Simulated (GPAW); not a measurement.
# C2H4Si (SMILES C1=C[SiH2]1): PBEsol-D3(0)/dzp (scalar-relativistic datasets, nve dynamics)

Aim: a short trajectory of C2H4Si. 

The results are computed with GPAW 26.7.0.

3 further runs of the same task are left out: 3 set aside as unsound or not needed. Runs told in other sessions of the task aren't counted.

**1. The system as given**

C2H4Si: 7 atoms, total charge 0, spin state singlet. SMILES: `C1=C[SiH2]1`. The shape is that of a GFN2-xTB optimisation. The run starts from this shape.

Bond lengths: C1–C2 1.336 Å, C1–Si3 1.862 Å, C2–Si3 1.862 Å, C1–H4 1.075 Å, C2–H5 1.076 Å, Si3–H6 1.456 Å, Si3–H7 1.455 Å. Some angles: C1–C2–Si3 69.0°, C2–C1–Si3 69.0°, C1–Si3–C2 42.0°, C1–C2–H5 136.1°, Si3–C2–H5 154.9°, C2–C1–H4 136.4°, Si3–C1–H4 154.6°, C1–Si3–H6 120.4°, C1–Si3–H7 120.3°, C2–Si3–H6 120.4°.

**2. Molecular dynamics at PBEsol-D3(0)/dzp (scalar-relativistic datasets, nve dynamics)**

Input file c2h4si_md.py:

```python
import numpy as np
from ase import Atoms, units
from ase.calculators.mixing import SumCalculator
from ase.md.velocitydistribution import MaxwellBoltzmannDistribution, Stationary, ZeroRotation
from ase.md.verlet import VelocityVerlet
from ase.units import Bohr
from dftd3.ase import DFTD3
from gpaw import GPAW, setup_paths
from gpaw.atom.configurations import parameters
from gpaw.atom.generator import Generator

# Set up the molecule
positions_bohr = np.array(
              [[ -1.619949,  -0.873847,  -0.503971],
               [  0.547643,  -0.527007,  -1.751436],
               [  0.694909,   0.907730,   1.458358],
               [ -3.407630,  -1.764702,  -0.879384],
               [  1.277530,  -1.014254,  -3.585207],
               [  0.444010,   3.627915,   1.780424],
               [  2.063486,  -0.355817,   3.481197]])
atoms = Atoms('CCSiHHHH', positions=positions_bohr * Bohr)
atoms.center(vacuum=5.0)

# PAW datasets for this functional
for symbol in ['C', 'H', 'Si']:
    Generator(symbol, xcname='PBEsol', scalarrel=True, nofiles=True, txt=None).run(**parameters[symbol])
setup_paths.insert(0, '.')

# Calculator
dft = GPAW(mode='lcao',
           xc='PBEsol',
           h=0.2,
           maxiter=120,
           basis='dzp',
           symmetry='off',
           txt='c2h4si.txt')
atoms.calc = SumCalculator([DFTD3(method='PBEsol', damping='d3zero'), dft])

rng = np.random.default_rng(767)
MaxwellBoltzmannDistribution(atoms, temperature_K=300, rng=rng)
Stationary(atoms)
ZeroRotation(atoms)
dyn = VelocityVerlet(atoms, timestep=0.5 * units.fs, trajectory='md.traj', logfile='-')
dyn.run(20)
```

Command:

```sh
$ python3 c2h4si_md.py
```

The log of the run:

```text
c2h4si_md.py:40: DeprecationWarning: Use thermalize_momenta
  MaxwellBoltzmannDistribution(atoms, temperature_K=300, rng=rng)
Time[ps]      Etot[eV]     Epot[eV]     Ekin[eV]    T[K]
0.0000         -34.2453     -34.5433       0.2981   329.4
0.0005         -34.2458     -34.5627       0.3169   350.2
0.0010         -34.2459     -34.5708       0.3249   359.0
0.0015         -34.2458     -34.5649       0.3192   352.7
0.0020         -34.2455     -34.5477       0.3022   334.0
0.0025         -34.2451     -34.5238       0.2787   308.0
0.0030         -34.2447     -34.4991       0.2543   281.1
0.0035         -34.2446     -34.4791       0.2346   259.2
0.0040         -34.2445     -34.4668       0.2223   245.7
0.0045         -34.2446     -34.4631       0.2185   241.5
0.0050         -34.2448     -34.4668       0.2221   245.4
0.0055         -34.2452     -34.4744       0.2292   253.3
0.0060         -34.2456     -34.4795       0.2339   258.6
0.0065         -34.2459     -34.4762       0.2303   254.5
0.0070         -34.2461     -34.4598       0.2137   236.2
0.0075         -34.2458     -34.4288       0.1829   202.1
0.0080         -34.2452     -34.3878       0.1426   157.6
0.0085         -34.2444     -34.3471       0.1027   113.5
0.0090         -34.2438     -34.3192       0.0754    83.3
0.0095         -34.2438     -34.3130       0.0693    76.5
0.0100         -34.2443     -34.3296       0.0854    94.3
```

c2h4si.txt:

```text
__  _  _
 | _ |_)|_||  |
 |__||  | ||/\| - 26.7.0

units:  Angstrom and eV
cores:  1
OpenMP: False

Versions:
  Python: 3.12.14
  ASE:    3.29.0
  Numpy:  2.5.5
  Scipy:  1.18.1
  Libxc:  7.0.0

        _gpaw.cpython-312-aarch64-linux-gnu.so

[... 66 lines left out ...]
|   |                                coordinates |     weight |
[... 143 lines left out ...]
  Fourier metric: weight=20.0, sigma=0.015
[... 37 lines left out ...]
- Maximum [total energy] change in last 3 cyles: 0.0005 eV / valence electron
[... 28 lines left out ...]
  Free energy:     -34.292663
[... 79 lines left out ...]
convergence criteria:
[... 16 lines left out ...]
Converged in 7 steps
[... 15 lines left out ...]
dipole moment: (0.000607, -0.110681, -0.115975)  # |e|*Ang
[... 11 lines left out ...]
Gap: 4.868 eV
Transition (v -> c):
  (s=0, k=0, n=7, [0.00, 0.00, 0.00]) -> (s=0, k=0, n=8, [0.00, 0.00, 0.00])
No difference between direct/indirect transitions
vacuum-level: 0.000  # V

Forces  # eV/Ang
|        x |        y |        z |
|----------|----------|----------|
|  3.25353 |  1.58338 |  0.64870 |  # C    0
| -1.05787 | -0.21080 |  1.79573 |  # C    1
| -0.92119 |  0.60491 |  0.42933 |  # Si   2
| -1.65707 | -0.76385 | -0.43592 |  # H    3
|  0.54942 | -0.35441 | -1.30169 |  # H    4
| -0.04371 | -0.62197 | -0.07313 |  # H    5
| -0.12506 | -0.23911 | -1.08728 |  # H    6

Force computation time: 0.166  # s

timing:  # [seconds]
  Total:  116.879  # ━━━━━━━━━━━━━━━━━━━━━━━━━━━━━━━━━━━━━━━━━━━━━━━━━━━━━━━━
  Init:     3.948  # ━━
  SCF:     93.119  # ━━━━━━━━━━━━━━━━━━━━━━━━━━━━━━━━━━━━━━━━━━━━╸
  Forces:   3.493  # ━╸
  Move:    16.195  # ━━━━━━━━
```

Run time: 2 min. Hardware: 1 thread of Arm Neoverse V2, shared host; peak memory 0.67 GiB.

Steps, from the record of the run:

```tsv
step	potential energy change (eV)	largest force (eV/Å)	temperature (K)
0	0.0000	1.8748	329
1	-0.0194	1.8689	350
2	-0.0274	1.8062	359
3	-0.0216	1.6912	353
4	-0.0044	2.1153	334
5	0.0196	2.5125	308
6	0.0443	2.7696	281
7	0.0642	2.8726	259
8	0.0765	2.8209	246
9	0.0803	2.6859	242
10	0.0765	2.4790	245
11	0.0689	2.1451	253
12	0.0638	1.6998	259
13	0.0671	1.1714	255
14	0.0836	1.2411	236
15	0.1146	1.9515	202
16	0.1556	2.7264	158
17	0.1962	3.3743	114
18	0.2241	3.7801	83
19	0.2303	3.8807	77
20	0.2137	3.6780	94
```
